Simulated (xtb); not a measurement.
fluoromethane (CH₃F), SMILES CF. All values are semi-empirical tight-binding results from xtb (GFN2-xTB unless named), good for trends rather than for accurate numbers. The structure is a stationary point at GFN2-xTB.

The point group as xtb finds it is C3v and the orbital gap is 14.30 eV. The dipole moment is 2.26 D. The zero-point energy comes out as 23.8 kcal/mol and the G − E(el) at 298.15 K (modified RRHO) is 10.3 kcal/mol. The static polarisability (D4 model) is 17.6 bohr³. The solvation energy, GFN2-xTB/ALPB(water) comes out as -2.2 kcal/mol and the solvation energy, GFN2-xTB/ALPB(ether) is -1.6 kcal/mol.

Computed IR lines (harmonic; lines under 4 % of the strongest left out, lines within 3 cm⁻¹ merged):
ν (cm⁻¹): 1060 (vs), 1133 (w), 1448 (w), 2999 (m), 3006 (s) (against the strongest line: vs over 80 %, s over 45 %, m over 15 %, w over 4 %, vw less)
